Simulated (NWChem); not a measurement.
## Total energies of methyl formate (C2H4O2)

SMILES: COC=O
```xyz
8

C     -1.3748    -0.3031     0.1031
O     -0.0616    -0.8209     0.2551
C      0.9305     0.0230    -0.0131
O      0.8004     1.1597    -0.3652
H     -1.5542     0.0098    -0.9363
H     -2.0599    -1.1132     0.3778
H     -1.5314     0.5666     0.7583
H      1.9011    -0.4932     0.1413
```
Charge 0, spin multiplicity 1.

The numbers come from NWChem runs, not from measurements. Structure: optimised with PBE0/def2-SVP, a minimum by its harmonic frequencies. It is one conformer; others weren't searched.

Basis set: cc-pVDZ (76 functions).

```
method                        total energy (Ha)  relative cost
----------------------------  -----------------  -------------
RHF                                  -227.80618              1
MP2                                  -228.44331        under 3
B2PLYP                               -228.86037              3
PBE                                  -228.81506        under 3
B3LYP                                -229.07514        under 3
LC-wPBE (omega 0.3 per bohr)         -228.88740             10
CCSD(T)                              -228.49064             30
```

Total energies of different functionals aren't comparable as a measure of quality: only differences taken within one method are. Relative cost: rough, from shared machines, SCF included, RHF = 1.

The correlated methods keep 4 core orbitals frozen. B3LYP has NWChem's definition, with VWN1-RPA local correlation. GW and range-separated runs recompute their integrals, the others keep them in memory, which bears on the times. Coupled-cluster values serve here as a point of comparison, not as the truth.
